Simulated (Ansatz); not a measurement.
Results of HSE06 (plane waves, PAW; Ansatz, a quantum-chemistry and plane-wave program) for fcc Pt.

Run with plane-wave cutoff 460 eV, 14×14×14 k mesh, Fermi–Dirac smearing 0.05 eV, scalar-relativistic PAW data made under PBE.

Energies at three volumes about the minimum:

```json
[
 {"V (Å³/atom)": "14.747", "E − E_lowest (meV/atom)": "8.65"},
 {"V (Å³/atom)": "15.108", "E − E_lowest (meV/atom)": "0.00"},
 {"V (Å³/atom)": "15.503", "E − E_lowest (meV/atom)": "7.69"}
]
```

Q: Fit a parabola by hand: where is the minimum, what lattice constant follows, and what is the bulk modulus?

A: Slopes: (0.00 − 8.65)/(15.108 − 14.747) = -23.961 and (7.69 − 0.00)/(15.503 − 15.108) = 19.468 meV/Å³. Curvature E″ = 2 × (19.468 − (-23.961))/(15.503 − 14.747) = 114.892 meV/Å⁶. From the middle of the first interval, the slope vanishes at V0 = 14.9275 − (-23.961)/114.892 = 15.136 Å³/atom. B = V0 E″ = 15.136 × 114.892 meV/Å³ × 0.1602 GPa per meV/Å³ = 279 GPa. With 4 atoms in the cube, a = (4 × 15.136)^(1/3) = 3.927 Å. The full Birch–Murnaghan fit to all volumes gives V0 = 15.125 Å³/atom and B0 = 277 GPa.

Measured, for comparison: bulk modulus 289 GPa (corrected for temperature and zero-point phonon effects; as tabulated in Levämäki et al. (2014), arXiv:1402.3671); lattice constant a 3.913 Å (static lattice: zero-point anharmonic expansion removed; as tabulated in Mejia-Rodriguez and Trickey (2018), arXiv:1807.09216). Computed less measured: bulk modulus -4.2 %.
